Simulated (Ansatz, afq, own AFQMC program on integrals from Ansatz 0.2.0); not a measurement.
## NiH2O, triplet in def2-SVP, levels against CCSDT(Q)

```xyz
4

Ni    0.0000    0.0000    0.5188
O     0.0000    0.0000   -1.6273
H     0.0000    0.7798   -2.1907
H     0.0000   -0.7798   -2.1907
```

Connectivity, by distances: Ni–OH2.

Basis def2-SVP. Only valence electrons are correlated. AFQMC by an in-house program on the Cholesky factors that Ansatz 0.2.0 writes for its CCSD(T) run. The CISD trial takes its coefficients from CCSD amplitudes. Released means that phaseless walkers are propagated on without the constraint, phases kept. Free AFQMC starts from the CCSD state and is never constrained. Its projection time is finite, and what remains of the start isn't in its error. ± is one standard error of the sampling. The metal's outer-core s and p shells are frozen, which shifts wave-function levels against functionals.

Determinant: UHF, the one that the program's search chose, which needn't be the lowest solution. The geometry is a PBE0/def2-TZVP stationary point of this or a neighbouring charge and spin state.

No full CI on the walks' own integrals is used here; CCSDT(Q) serves as the reference and is uncertain by about the last step of the cluster series.

Cautions: no relativity below Rb; outer-core shells of the metal frozen; lower spins were not checked; higher spins were not checked; strong correlation (T1 0.050, weight of the determinant 0.81, largest double 0.13); the ph-AFQMC/HF walk drifts between its halves (2.3 errors).

The T1 diagnostic is 0.0505 and the weight of the determinant in the CISD state is 0.807. The ⟨S²⟩ of the determinant is 2.008. The size of the correlated space is 18 electrons in 45 orbitals.

Reference: CCSDT(Q), correlation energy -11.423 eV.

| level | E − E(reference) (meV) | share of correlation (%) |
| --- | --- | --- |
| HF | 11422.9 | 0.00 |
| MP2 | 742.5 | 93.50 |
| CCSD | 255.4 | 97.76 |
| CCSD(T) | 24.0 | 99.79 |
| CCSDT | 9.2 | 99.92 |
| ph-AFQMC/HF | 67.0 ± 33.5 | 99.41 |
| ph-AFQMC/CISD | 31.2 ± 3.6 | 99.73 |
| free AFQMC | -3.5 ± 12.5 | 100.03 |

Free projections are given only where their last times agree within the noise and don't stop above the reference; a slow remainder of the start can still hide under it. A walk keeps the symmetry of its determinant, which the program's search chose and which needn't be the lowest solution, so a lower state of the same spin and another symmetry isn't excluded.
